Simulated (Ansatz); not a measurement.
Molecule: disilane, Si₂H₆, net charge 0, singlet state. 
Geometry from a B3LYP-D3(BJ)/def2-TZVP (Ansatz, an electronic-structure program) optimisation:
SMILES: [SiH3][SiH3]
```xyz
8

Si     0.0002    -0.0110     1.1721
Si    -0.0002     0.0110    -1.1721
H     -0.0004     1.3752     1.6997
H     -1.2040    -0.7120     1.6803
H      1.2055    -0.7108     1.6798
H      0.0004    -1.3752    -1.6997
H     -1.2055     0.7108    -1.6798
H      1.2040     0.7120    -1.6803
```
Charge 0, spin multiplicity 1.

Basis-set convergence of Hartree-Fock and CCSD(T) correlation energies (hartree) with Ansatz. Valence correlation only, unless marked. No spin-orbit coupling. No relativistic terms.

```tsv
basis	functions	E(HF)	E(corr, CCSD(T))
def2-SVP	66	-581.15851	-0.26882
def2-TZVPP	168	(withheld)	(withheld)
```

### Question
Fill in the missing entries.

### Answer

- def2-TZVPP, E(HF): -581.36561
- def2-TZVPP, E(corr, CCSD(T)): -0.32479
